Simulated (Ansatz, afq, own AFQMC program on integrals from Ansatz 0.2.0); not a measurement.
Two steps: Ansatz 0.2.0 writes the Fock matrix and Cholesky factors of the valence space, and afq projects on them the lowest state that overlaps trial and start.

```yaml
crystal:
  periodic: [false, false, false]
  atoms:
    - {symbol: C, position_ang: [0.000000, 0.000000, 0.552818]}
    - {symbol: C, position_ang: [0.000000, 0.000000, -0.737775]}
    - {symbol: H, position_ang: [0.000000, -0.939613, 1.101979]}
    - {symbol: H, position_ang: [0.000000, 0.939613, 1.101979]}
basis:
  gaussian: {orbitals: cc-pVDZ}
magnetization: {spin_polarized: false}
correlation: {method: ccsd_t, electrons: outside_noble_gas, hamiltonian_folder: ham}
```

```sh
$ ansatz run in.yaml --threads 1 --pin off --events-out ev --progress --plain --max-ram 1382MiB
```

afq runs on the folder ham with

```
--method phaseless --trial hf --walkers 140 --populations 1 --least-time 40 --time-step 0.005 --steps-per-block 20 --equilibration-blocks 112 --max-blocks 600 --target-error 0.00114 --factor-cut 1e-05 --seed 518 --taylor-order 6
```

Times are imaginary, in 1/Eh. The walk had a cap of 536 s.

Log:

```
orbitals 36  electrons 5 5  factors 288 of 350
reference energy -76.77333117 Eh
CCSD correlation -0.26053938 Eh in 10 cycles, weight of the determinant in the CISD state 0.8800
energy of the start -76.773331 Eh
 block  time / (1/Eh)  mean weight  energy / Eh
     1     0.100  1.0017  -76.831203
     2     0.200  1.0004  -76.870909
     3     0.300  1.0021  -76.895959
     4     0.400  1.0013  -76.924511
     5     0.500  1.0013  -76.951689
     7     0.700  1.0010  -76.982714
     9     0.900  1.0006  -77.001848
    18     1.800  1.0001  -77.010650
    52     5.200  1.0006  -77.053882
    86     8.600  0.9997  -77.034894
   120    12.000  0.9988  -77.042385
   154    15.400  1.0003  -77.050615
   188    18.800  0.9991  -77.040924
   222    22.200  0.9997  -77.033142
   256    25.600  1.0010  -77.032510
   290    29.000  1.0001  -77.035604
   324    32.400  1.0007  -77.068572
   358    35.800  1.0020  -77.084590
   392    39.200  1.0006  -77.035543
   409    40.900  0.9990  -76.996729
   426    42.600  0.9982  -77.029152
   460    46.000  0.9999  -77.063114
   477    47.700  0.9985  -77.102724
   494    49.400  1.0018  -77.047041
   528    52.800  0.9986  -77.047364
   562    56.200  0.9972  -77.063599
   596    59.600  0.9984  -77.067736
   630    63.000  0.9979  -77.011442
   664    66.400  0.9987  -77.053806
   698    69.800  1.0004  -77.053452
blocks merged  error / Eh  count
     1  0.000953  600
     2  0.001248  300
     4  0.001623  150
     8  0.002019  75
    16  0.002335  37
    32  0.002641  18
    64  0.002597  9
energy -77.046156 +/- 0.002641 Eh
(rows thinned)
```

The run passed its tests (sampling time, drift between the halves within three errors, error under three times the target), which doesn't prove that it has relaxed.

Against this walk (error 71.9 meV) on the same determinant: CCSD(T) 79.4 meV higher (within the noise), CCSDT(Q) 37.1 meV higher (within the noise), a separate phaseless walk with a CISD trial and standard settings 49.9 ± 72.7 meV higher (within the noise). The error is statistical and leaves out the bias of the constraint.

Cautions: constraint bias not in the error; error above the target (71.9 against 31.0 meV); restricted determinant unstable towards unrestricted (UHF 17 meV lower, ⟨S²⟩ 0.15).

The walk took 2.2 min on 1 thread of Arm Neoverse V2, with other jobs on the host. The log's last line is the phaseless energy.

CCSDT and higher add their correlation energy to the determinant of the CCSD(T) run, since their own runs factorise the integrals more tightly (a shift of under 2 meV). A walk keeps the symmetry of its determinant, which the program's search chose and which needn't be the lowest solution, so a lower state of the same spin and another symmetry isn't excluded.
